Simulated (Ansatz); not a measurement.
# Correcting a cheap level on B-containing radicals

The atomisation energy (no zero-point term) in kJ/mol of 6 B-containing radicals: x at r2SCAN0-D4/def2-TZVPP, y at CCSD(T)/CBS estimate. Shapes, held fixed at every level: PBE0-D4/def2-TZVP. Flexible molecules stand in one conformer, not always the lowest. Programs: Ansatz 0.2.0.

```
            molecule  x (kJ/mol)  y (kJ/mol)
  BF2 (SMILES F[B]F)        1229        1233
              BH(OH)        1359        1359
  BH2O (SMILES B[O])        1367        1356
             BH2(NH)        1588        1579
B2NH4 (SMILES B[N]B)        2464           ?
CH5BN (SMILES B[N]C)        2817        2808
```

Problem. Fit y = c + s·x to the known rows and predict y for B2NH4.

Solution. 
1. Means of the 5 rows: x = 1672.00, y = 1667.0.
2. Σ(Δx)² = 1705324, Σ(Δx·Δy) = 1697358, so the slope is 1697358/1705324 = 0.99533.
3. Intercept: 1667.0 − (0.99533) × 1672.00 = 2.8. The largest residual of the fit is 7.4.
4. B2NH4: 2.8 + 0.99533 × 2464 = 2455 kJ/mol.

CCSD(T)/CBS estimate gives 2431 kJ/mol, so the prediction is off by +24 kJ/mol, more than the largest residual. Uncorrected, r2SCAN0-D4/def2-TZVPP misses it by +33 kJ/mol, and the other rows by 7 on average. The line removes about 30 % of this miss. CH5BN lies far out in x and weighs most in the slope. Left out in turn, the other rows are missed by 15 kJ/mol on average, worse than no correction. T1 is large for BH2O (0.040), so single-reference values are less sure there. Spin contamination: CH5BN (⟨S²⟩ up to 0.78). Open shells run unrestricted. The CBS estimate extrapolates MP2 from def2-TZVPP and def2-QZVPP and adds CCSD(T) − MP2 in the triple-zeta set, cores frozen.
